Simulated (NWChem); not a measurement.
# hydrogen sulfide (H$_{2}$S)

SMILES: S
```xyz
3

S      0.0000     0.0000     0.1056
H     -0.9740     0.0000    -0.8447
H      0.9740     0.0000    -0.8447
```
Charge 0, spin multiplicity 1.

The numbers come from NWChem runs, not from measurements. The geometry was optimised at PBE/def2-SVP, a minimum by its harmonic frequencies.

Symmetry labels belong to the abelian group C2v used in the runs, with the axes of the coordinates shown.

Q: List the lowest 6 singlet excitations that TDA-CAM-B3LYP/def2-SVPD gives, with oscillator strengths.

A: 
| state | symmetry | energy (eV) | wavelength (nm) | f |
|---|---|---|---|---|
| 1 | a2 | 6.00 | 207 | 0.000 |
| 2 | b2 | 6.12 | 203 | 0.062 |
| 3 | a2 | 7.86 | 158 | 0.000 |
| 4 | b2 | 8.11 | 153 | 0.004 |
| 5 | a1 | 8.67 | 143 | 0.024 |
| 6 | b2 | 9.10 | 136 | 0.107 |
